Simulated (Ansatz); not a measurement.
**Forces away from equilibrium**

BHOF (SMILES [OH+]=BF) (charge +1), closed shell, at a frame of a short PBE0-D4/def2-SVP trajectory.

```json
{"atom": "O1", "x (Å)": "0.6244", "y (Å)": "-0.3756", "z (Å)": "0.0289"}
{"atom": "B2", "x (Å)": "-0.3627", "y (Å)": "0.2784", "z (Å)": "-0.0650"}
{"atom": "F3", "x (Å)": "-1.4309", "y (Å)": "0.8960", "z (Å)": "-0.2594"}
{"atom": "H4", "x (Å)": "1.6469", "y (Å)": "-0.4099", "z (Å)": "-0.0327"}
```

Computed with Ansatz 0.2.0 (basis: def2-TZVPP); correlated methods freeze the cores.

CCSD(T) forces from the calculation:
```json
{"atom": "O1", "Fx": "6.256", "Fy": "-2.546", "Fz (eV/Å)": "0.358"}
{"atom": "B2", "Fx": "-3.908", "Fy": "2.583", "Fz (eV/Å)": "-0.780"}
{"atom": "F3", "Fx": "0.047", "Fy": "-0.056", "Fz (eV/Å)": "0.227"}
{"atom": "H4", "Fx": "-2.395", "Fy": "0.020", "Fz (eV/Å)": "0.194"}
```

Q: Which atom feels the largest CCSD(T) force, and how large is it?

A: O1, 6.76 eV/Å, along (0.92, -0.38, 0.05).

Root-mean-square difference of the force components from those of CCSD(T): PBE-D4 0.194; r2SCAN-D4 0.139; PBE0-D4 0.202; wB97M-V 0.139 eV/Å.

The T1 diagnostic stays at or below 0.014. These are differences at one structure, and CCSD(T) in triple zeta is itself an approximation.

For scale, one of the runs: CCSD(T)/def2-TZVPP forces, 107 basis functions, launched by `ansatz run in.yaml --threads 2 --pin off --events-out ev --progress --plain --max-ram 3481MiB`. The run took 45 s on 2 CPU threads of an Intel Xeon (shared host), with 0.64 GiB of host memory at its peak.
